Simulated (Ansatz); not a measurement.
We consider fcc Pt, described by PBEsol in Ansatz (PAW).

Settings: plane-wave cutoff 500 eV, 14×20×1 k mesh (along the axes of the cell as run), Fermi–Dirac smearing 0.1 eV, scalar-relativistic PAW data made under PBE.

Task: Estimate the surface energy of the (110) face and work function of the (110) face that the calculation returns.

Result: 
surface energy of the (110) face: 2.31 J/m²
work function of the (110) face: 5.37 eV

The slab of 12 atoms is relaxed and unreconstructed.

Spin–orbit coupling is not included.

Static lattice: no zero-point or thermal effects.

Ansatz is a program for electronic structure.
